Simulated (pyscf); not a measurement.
trimethylgallium (H₃C–Ga(CH₃)–CH₃) + methyl (CH₃•) → ethane (H₃C–CH₃) + [H₃C–Ga–CH₃]•, a substitution at C (doublet surface; C–Ga broken, C–C formed). Single points on ωB97X-D3(BJ)/def2-SVP structures (PySCF, gas phase). Energies in kcal/mol from the separated reactants.

Small-basis levels: PySCF, no dispersion term, spherical d functions. AM1 to PM7: differences of heats of formation from MOPAC, which are fitted to 298 K values and so differ in kind from electronic energies by zero-point and thermal terms. GFN2-xTB: tblite. Open shells are spin-unrestricted. 

```tsv
level	barrier	reaction energy
HF/3-21G	50.2	-3.8
HF/6-31G*+LANL2DZ	50.4	-15.1
MP2/6-31G*+LANL2DZ	39.5	-23.7
BP86/6-31G*+LANL2DZ	21.7	-22.7
PBE/6-31G*+LANL2DZ	…	-24.4
B3LYP/3-21G	28.4	-10.5
B3LYP/6-31G*+LANL2DZ	29.5	-20.9
B3LYP/def2-SVP	28.2	-21.8
GFN2-xTB	10.7	-37.8
AM1	-13.1	-50.3
PM6	37.3	-12.0
PM7	…	-0.9
ωB97M-D3(BJ)/def2-TZVP	…	-19.3
```

Problem. Fill in the missing entries.

Solution. 
- PBE/6-31G*+LANL2DZ, barrier: 19.7
- PM7, barrier: 35.4
- ωB97M-D3(BJ)/def2-TZVP, barrier: 31.7

Against the last row the barrier runs from -44.9 (AM1) to +18.7 kcal/mol (HF/6-31G*+LANL2DZ). At AM1 this geometry lies under one side, so the entry may be no barrier of that level: it is a single point on another level's saddle. ωB97M-D3(BJ)/def2-TZVP has limits of its own. This is the saddle that the search found; another between the same sides may lie lower. The angle at the attacked C is 162°. In the def2 sets elements up to Kr have no core potential.
